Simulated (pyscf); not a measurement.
Single points on ωB97X-D3(BJ)/def2-SVP structures (PySCF, gas phase).

Task: Estimate by transition-state theory the rate constant of HAs=AsH + GaH₃ → As≡As + H₂ + GaH₃ (singlet surface; As–H, As–H, Ga–H broken, H–H, Ga–H formed) at 1200 K, with ωB97M-D3(BJ)/def2-TZVP energies (ideal gas, 1 atm, RRHO with modes under 100 cm⁻¹ raised to 100, one conformer, R ln 2 for chiral ones without a mode under 150 cm⁻¹; no tunnelling).

Result: The electronic barrier is 20.7 kcal/mol and the thermal terms add +37.4, so ΔG‡ = 58.1 kcal/mol. With k_BT/h = 2.50e+13 s⁻¹ and RT = 2.385 kcal/mol, and a volume of 1.64e-19 cm³ per molecule at 1 atm, k = 1.1e-16 cm³ molecule⁻¹ s⁻¹. Wigner's tunnelling factor for 618i cm⁻¹ would be 1.02. A shift of 1 kcal/mol in the barrier changes k by a factor 1.5. On the product side the descent ends in a complex (not fully relaxed), 5.6 kcal/mol under the separated species and 14.0 kcal/mol under the saddle at ωB97X-D3(BJ)/def2-TZVP. One saddle was located; it need not be the lowest between these sides. Elements up to Kr have no core potential and no relativistic terms here.
